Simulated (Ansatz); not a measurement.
```yaml
crystal:
  periodic: [true, true, true]
  atoms:
    - {symbol: C, position_ang: [-1.084063, 0.682319, 0.878044]}
    - {symbol: C, position_ang: [-0.004750, 0.589891, -0.178239]}
    - {symbol: C, position_ang: [0.602546, -0.774984, -0.373250]}
    - {symbol: S, position_ang: [0.114957, -2.128103, 0.375644]}
    - {symbol: S, position_ang: [1.907896, -0.716337, -1.528139]}
    - {symbol: H, position_ang: [-1.455862, 1.707292, 0.937597]}
    - {symbol: H, position_ang: [-0.701617, 0.394074, 1.858118]}
    - {symbol: H, position_ang: [-1.919969, 0.021527, 0.646435]}
    - {symbol: H, position_ang: [-0.394957, 0.908642, -1.153200]}
    - {symbol: H, position_ang: [0.812207, 1.287499, 0.043579]}
    - {symbol: H, position_ang: [2.189014, -2.028922, -1.485888]}
basis:
  gaussian: {orbitals: def2-TZVPP, final_grid: {core_spheres: 20, valence_spheres: 16, degree: 47}}
hamiltonian: {xc: {name: HF}}
correlation: {method: rpa}
accuracy: high
```

```sh
$ ansatz run in.yaml --threads 4 --pin off --events-out ev --progress --plain --max-ram 10444MiB
```

Shortened log:

```
Error: YAML parse error: error: line 2 column 3: crystal: missing field `lattice` (a structure is typed as `lattice` and `atoms`, a molecule's as `atoms` in Å alone, or read from a run's directory, `checkpoint`)
 --> <input>:2:3
1 | crystal:
2 |   periodic: [true, true, true]
3 |   atoms:
4 |     - {symbol: C, position_ang: [-1.084063, 0.682319, 0.878044]}
```

(1) Something in this input is off. What?

Results:

(1) The molecule is marked periodic without a cell. The program refused the input.
